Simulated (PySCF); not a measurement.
Species, as SMILES: ClCl (Cl2).
Geometry (B3LYP-D3(BJ)/def2-TZVP, fixed):
```xyz
2

Cl     0.0000     0.0000    -1.0068
Cl     0.0000     0.0000     1.0068
```

Basis-set convergence of the isotropic shielding of Cl1 at HF with PySCF. GIAO, no density fitting; atoms are numbered in the order shown. All functions are spherical. No added dispersion term, no relativity. Reference: the value in pcSseg-3, 654.46 ppm, itself unsure by roughly 4.45 ppm (its mean distance from cc-pV(5+d)Z, pcseg-3, pcSseg-2). Deviations are taken from unrounded values.

| basis | functions | isotropic shielding of Cl1 (ppm) |
|---|---|---|
| def2-SVP | 36 | 709.78 |
| def2-SVPD | 54 | 688.97 |
| pcseg-1 | 36 | 667.32 |
| aug-pcseg-1 | 54 | 642.57 |
| cc-pV(D+d)Z | 46 | 703.48 |
| aug-cc-pV(D+d)Z | 64 | 675.63 |
| 6-311G** | 52 | 686.59 |
| 6-311+G** | 60 | 673.14 |
| pcseg-2 | 68 | 674.66 |
| aug-pcseg-2 | 100 | 657.14 |
| def2-TZVP | 74 | 653.01 |
| def2-TZVPD | 92 | 638.57 |
| cc-pV(T+d)Z | 78 | 681.02 |
| aug-cc-pV(T+d)Z | 110 | 672.23 |
| def2-TZVPP | 84 | 653.47 |
| def2-TZVPPD | 102 | 639.06 |
| cc-pV(Q+d)Z | 128 | 677.35 |
| aug-cc-pV(Q+d)Z | 178 | 672.17 |
| pcseg-3 | 128 | 653.13 |
| aug-pcseg-3 | 178 | 649.95 |
| def2-QZVPP | 140 | 656.19 |
| def2-QZVPPD | 158 | 652.67 |

What the diffuse functions change, pair by pair:
- def2-SVP to def2-SVPD: 18 more functions, deviation 55.32 to 34.51 ppm
- pcseg-1 to aug-pcseg-1: 18 more functions, deviation 12.87 to -11.89 ppm
- cc-pV(D+d)Z to aug-cc-pV(D+d)Z: 18 more functions, deviation 49.02 to 21.17 ppm
- 6-311G** to 6-311+G**: 8 more functions, deviation 32.14 to 18.68 ppm
- pcseg-2 to aug-pcseg-2: 32 more functions, deviation 20.20 to 2.68 ppm
- def2-TZVP to def2-TZVPD: 18 more functions, deviation -1.45 to -15.89 ppm
- cc-pV(T+d)Z to aug-cc-pV(T+d)Z: 32 more functions, deviation 26.56 to 17.77 ppm
- def2-TZVPP to def2-TZVPPD: 18 more functions, deviation -0.99 to -15.40 ppm
- cc-pV(Q+d)Z to aug-cc-pV(Q+d)Z: 50 more functions, deviation 22.90 to 17.71 ppm
- pcseg-3 to aug-pcseg-3: 50 more functions, deviation -1.33 to -4.51 ppm
- def2-QZVPP to def2-QZVPPD: 18 more functions, deviation 1.73 to -1.79 ppm

They bring the value nearer the reference by more than 4.45 ppm in 6 of 11 pairs.
